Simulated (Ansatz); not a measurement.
Species: ethyl chloride, C₂H₅Cl (charge 0, singlet). SMILES: CCCl
Geometry from a B3LYP-D3(BJ)/def2-TZVP (Ansatz, a program for electronic structure) optimisation:
```xyz
8

C      0.0132     0.8176    -0.0128
C      1.5157     0.6457    -0.0186
Cl    -0.8344    -0.7820     0.0168
H     -0.3333     1.3555     0.8664
H     -0.3433     1.3280    -0.9043
H      1.9943     1.6284    -0.0365
H      1.8521     0.1152     0.8721
H      1.8422     0.0878    -0.8961
```

Computed values are from Ansatz. Valence correlation only, unless marked. UHF or UKS for open shells. No spin-orbit coupling. No relativistic terms. CBS marks a two-point X^-3 extrapolation of the correlation energy; Hartree-Fock from the larger set. [CCSD(T)-MP2]/basis is that difference in the basis named.

| Quantity | Result |
|---|---|
| atomisation energy De | 692.2 kcal/mol at RI-MP2/CBS(aug-cc-pV(T+d)Z,aug-cc-pV(Q+d)Z)+[CCSD(T)-MP2]/aug-cc-pV(T+d)Z |
| total energy | -538.8932 Eh at RI-MP2/CBS(aug-cc-pV(T+d)Z,aug-cc-pV(Q+d)Z)+[CCSD(T)-MP2]/aug-cc-pV(T+d)Z |
| dipole moment | 2.13 D at CCSD(T)/aug-cc-pV(D+d)Z |
| T1 diagnostic | 0.009 at CCSD/aug-cc-pV(T+d)Z |
| measured enthalpy of formation, 298 K | -26.6 kcal/mol (Active Thermochemical Tables 1.112 (ions: stationary electron), as tabulated in the package chemicals) |
| measured dipole moment | 2.05 D (NIST CCCBDB, as tabulated in the package chemicals; older table, unchecked) |
